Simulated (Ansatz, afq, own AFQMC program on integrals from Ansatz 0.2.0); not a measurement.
# BGeH4, quartet: AFQMC among the cluster methods

```xyz
6

Ge    0.0000    0.0000    0.2823
B     0.0000    0.0000   -1.6912
H     0.0000    1.2553    1.1670
H     0.0000   -1.2553    1.1670
H     0.0000    1.0424   -2.2706
H     0.0000   -1.0424   -2.2706
```

Connectivity, by distances: GeH2–BH2.

Basis 6-31G. Only valence electrons are correlated. Integrals, coupled cluster, full CI and functionals: Ansatz 0.2.0; the random walks run on the same integrals in our own AFQMC program. ph-AFQMC/CISD is guided by a CISD state made of CCSD amplitudes; releasing the constraint for a short imaginary time cuts its bias at the price of noise, slowly where states lie close. Error bars are statistical, one sigma. No spin–orbit coupling.

Determinant: UHF, the one that the program's search chose, which needn't be the lowest solution. The geometry is a PBE0/def2-TZVP stationary point of this or a neighbouring charge and spin state.

No full CI on the walks' own integrals is used here. The released AFQMC energy serves as the reference, which it does only where one determinant dominates, the energy is flat over the last release times and near the phaseless one (40 meV or 2 meV an electron, half that with transition metals). On small molecules, where full CI could be run and the noise was under 10 meV, such values lay within 10 meV of it in 19 cases of 20, a flattering rate, since the rule was set on those same cases; what remains of the bias isn't in the error bar.

Cautions: no relativity below Rb; no spin-orbit coupling; inner d shell frozen; another spin lies lower (by 5.34 eV); the released value is read at 2.40 1/Eh (meV from the phaseless value at times in 1/Eh: 4 ± 7 at 0.24, 2 ± 5 at 0.51, 6 ± 6 at 0.99, 0 ± 6 at 1.62, -4 ± 6 at 2.40).

* T1 diagnostic: 0.0141
* weight of the determinant in the CISD state: 0.908
* ⟨S²⟩ of the determinant: 3.764
* size of the correlated space: 11 electrons in 31 orbitals

Reference: AFQMC with the constraint released, correlation energy -3.457 ± 0.006 eV.

| level | E − E(reference) (meV) | share of correlation (%) |
| --- | --- | --- |
| HF | 3457.2 ± 6.0 | 0.00 |
| MP2 | 995.5 ± 6.0 | 71.21 |
| CCSD | 85.3 ± 6.0 | 97.53 |
| CCSD(T) | 23.5 ± 6.0 | 99.32 |
| ph-AFQMC/HF | 50.1 ± 35.8 | 98.55 |
| ph-AFQMC/CISD | 3.9 ± 8.8 | 99.89 |

A walk keeps the symmetry of its determinant, which the program's search chose and which needn't be the lowest solution, so a lower state of the same spin and another symmetry isn't excluded. Released energies are given only where the last usable release times agree within the noise; a slower fall can still hide under it.
